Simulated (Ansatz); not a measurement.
Results of B3LYP (VWN-RPA form) in Ansatz (plane waves, PAW) for bcc Li.

Excerpt of the program's output:

```
WARN output.stress: scf.convergence.dr2_threshold = 1e-7 eV (the SCF's general default) is looser than the 1e-10 eV advised for a printed stress (1e-10 eV for …
WARN output.stress: scf.exx.energy_threshold = 1e-6 eV is looser than the 1e-8 eV advised for a stress under a hybrid functional (1e-8 eV for each atom of the …
Crystal: 1 atoms, lattice volume = 21.033 Å³
Basis set: ecut = 500 eV, 555 PW (Γ), exchange–correlation on 48×48×48 points (8 copies of the dense FFT grid, shifted against one another)
Bands: 6, of which v1, the nominal top of the filled ones, is band 2 counted from 1 (1 counted from 0)
Symmetry: 48 space group operations
Space group: Im-3m (ITA 229), of the structure as read, at distance tolerance 2.8e-5 Å
k-points: 145 of 4096
Functional: x = 0.1 slater + 0.9 b88, c = 0.19 vwn_rpa + 0.81 lyp, warm-up for x = 0.08 slater + 0.72 b88 + 0.2 exact, c = 0.19 vwn_rpa + 0.81 lyp
SCF iter   1: F=—  HF=-205.138518 eV  |F-HF|=—  |Δ(HF+E_count)|=         —  Δρ=6.59e-4  dr2=9.20e-5
SCF iter   2: F=—  HF=-205.138616 eV  |F-HF|=—  |Δ(HF+E_count)|=   9.79e-5  Δρ=3.51e-4  dr2=2.38e-5
  ...
SCF 1 converged in 5 iterations: F = -205.138665 eV  dr2 = 6.48e-11
Crystal: 1 atoms, lattice volume = 21.033 Å³
Initial density: handed on by an earlier stage of this run
Functional: x = 0.08 slater + 0.72 b88 + 0.2 exact, c = 0.19 vwn_rpa + 0.81 lyp
Crystal: 1 atoms, lattice volume = 21.033 Å³
SCF iter   1: F=—  HF=-205.237114 eV  |F-HF|=—  |Δ(HF+E_count)|=         —  Δρ=1.59e-5  dr2=3.29e-8
SCF iter   2: F=-205.237114 eV  HF=-205.237114 eV  |F-HF|=1.24e-8  |Δ(HF+E_count)|=   5.45e-8  Δρ=8.75e-6  dr2=8.88e-9
SCF 3 converged in 2 iterations: F = -205.237114 eV  dr2 = 8.88e-9
Free energy (F): -205.237114 eV
Internal energy: -205.227685 eV  (E = F + TS)
E sigma→0 (E₀):  -205.232400 eV
Fermi energy:    1.156354 eV
--- Forces (eV/Å), atoms counted from 1 ---
  atom   1  Li     0.00000000    -0.00000000    -0.00000000
--- Stress (GPa, compression-positive) ---
       -0.492835      -0.000000      -0.000000
       -0.000000      -0.492835       0.000000
       -0.000000       0.000000      -0.492835
  P = ⅓ Tr σ = -0.4928 GPa (-4.928 kbar)
```

### Question
Write an input file that could have produced this run (the log leaves some choices open).

### Answer
One answer among several that fit: 
Ansatz 0.2 input:
```yaml
crystal:
  lattice:
    - [-1.7389244751, 1.7389244751, 1.7389244751]
    - [1.7389244751, -1.7389244751, 1.7389244751]
    - [1.7389244751, 1.7389244751, -1.7389244751]
  atoms:
    - { symbol: Li, position: [0.0, 0.0, 0.0] }
kpoints:
  mp_grid: { grid: [16, 16, 16] }
hamiltonian:
  xc: b3lyp
  pseudopotentials: { kind: paw }
  dispersion: none
scf:
  occupations: { method: fermi_dirac, width: 0.1 }
output:
  forces: true
  stress: true
  eigenvalues: true
basis:
  ecutwfc: 500
  ecutrho_ratio: 4
  xc_grid: 2
magnetization:
  spin_polarized: false
```

The PAW data were made under PBE.

Note: exact exchange on metals is sensitive to the k mesh and can open a false gap. Note: the PAW data were made under another functional than the one run. Note: cell and atoms aren't relaxed at this level (pressure -0.5 GPa).

Ansatz is a program for electronic structure.
